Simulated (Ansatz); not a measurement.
Two structures of SiH6SO, singlet, reached by relaxing down either side of one saddle point (PBE0-D4/def2-TZVP). Energies are electronic, without zero-point energy. Ansatz 0.2.0; basis: def2-TZVPP and def2-QZVPP; cores frozen in the correlated methods. Extrapolation: Hartree–Fock as exp(−7.88 √X), correlation as X^−2.97. First:

Si1  (-1.203, -0.085, 0.945)
O2  (0.385, 0.344, 0.768)
H3  (-1.508, -0.955, -0.212)
H4  (-2.089, 1.110, 0.942)
H5  (-1.418, -0.824, 2.218)
H6  (1.288, 0.286, -1.209)
S7  (1.687, 0.246, -2.495)
H8  (0.776, 0.909, 1.437)
H9  (2.084, -1.031, -2.395)
(Å)

Second:

```
9
angstrom
Si -1.2369 -0.3589 -0.2917
O 1.5257 0.7642 1.5111
H -2.3291 -1.0401 -1.0318
H -1.6615 1.0057 0.0941
H -0.8593 -1.1652 0.8908
H 1.5531 0.5263 0.5759
S 0.4543 -0.0547 -1.5881
H 1.8018 1.6825 1.5428
H 0.7517 -1.3600 -1.7031
```

(1) Which bonds change from the first to the second?

(2) Give the saddle point's structure and its height above each. (To be estimated.)

T1 diagnostic: at most 0.012.

## Answers

(1) SiH₄O ([OH][SiH3]) + H₂S → SiH₄S ([SiH3][SH]) + H₂O; bonds formed: Si1–S7, O2–H6; bonds broken: Si1–O2, H6–S7.

(2) Computed: 33.54 kcal/mol above the first and 27.65 kcal/mol above the second (CCSD(T) at an estimated basis limit (MP2 extrapolated from triple and quadruple zeta, plus CCSD(T) − MP2 in triple zeta)).
Si1  (-0.827, -0.148, 0.231)
O2  (0.890, 0.195, 0.823)
H3  (-1.126, -1.502, -0.285)
H4  (-1.662, 0.995, -0.207)
H5  (-1.224, -0.267, 1.685)
H6  (1.268, 0.536, -0.099)
S7  (0.542, 0.337, -1.822)
H8  (1.019, 0.724, 1.622)
H9  (1.120, -0.869, -1.948)
(Å)

Labels in which every atom is bracketed show which atoms are joined, not bond orders.

For scale, one of the runs: CCSD(T)/def2-TZVPP, 199 basis functions, launched by `ansatz run in.yaml --threads 2 --pin off --events-out ev --progress --plain --max-ram 4352MiB`. The run took 54 s on 2 CPU threads of an Arm Neoverse V2 (shared host), with 2.3 GiB of host memory at its peak.
